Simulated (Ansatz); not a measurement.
**Loss of H2: SiH2(NH2)2 → Si(NH2)2 + H2**

Species: SiH2(NH2)2, singlet; Si(NH2)2, singlet; H2 (hydrogen), singlet. 

Shapes, held fixed at every level: PBE0-D4/def2-TZVP. Flexible molecules stand in one conformer, not always the lowest. Programs: Ansatz 0.2.0. The zero-point and thermal change to 298 K, harmonic and unscaled (PBE0-D4/def2-TZVP), is -11.6 kJ/mol.

Estimate ΔH(298 K) of this reaction.

The highest level, CCSD(T)/CBS estimate, gives ΔH(298 K) = +127.5 kJ/mol; the levels span +114.5 to +141.8. The column of differences is taken from that level and isn't an error. No measured value is set beside it here. The CBS estimate extrapolates MP2 from def2-TZVPP and def2-QZVPP and adds CCSD(T) − MP2 in the triple-zeta set, cores frozen; for H2 it overshoots the exact energy by about 1 mEh. Times are processor times on shared x86 and Arm servers, and rough.

```tsv
level	kind	ΔH(298 K) (kJ/mol)	less CCSD(T)/CBS estimate	CPU time (sum over the molecules)
HF/def2-SVP	Hartree–Fock	+141.8	+14.3	–
PBE-D4/def2-TZVPP	GGA	+114.5	-13.0	8.4 s
wB97M-V/def2-TZVPP	range-separated hybrid	+120.4	-7.1	32 s
wB97X-V/def2-TZVPP	range-separated hybrid	+136.7	+9.2	24 s
CCSD(T)/def2-SVP	coupled cluster or CI	+117.1	-10.4	8.3 s
CCSD(T)/def2-TZVPP	coupled cluster or CI	+125.0	-2.5	43 s
CCSD/def2-TZVPP	coupled cluster or CI	+129.1	+1.6	–
CCSD(T)/CBS estimate	coupled cluster or CI	+127.5	0.0	87 s
```
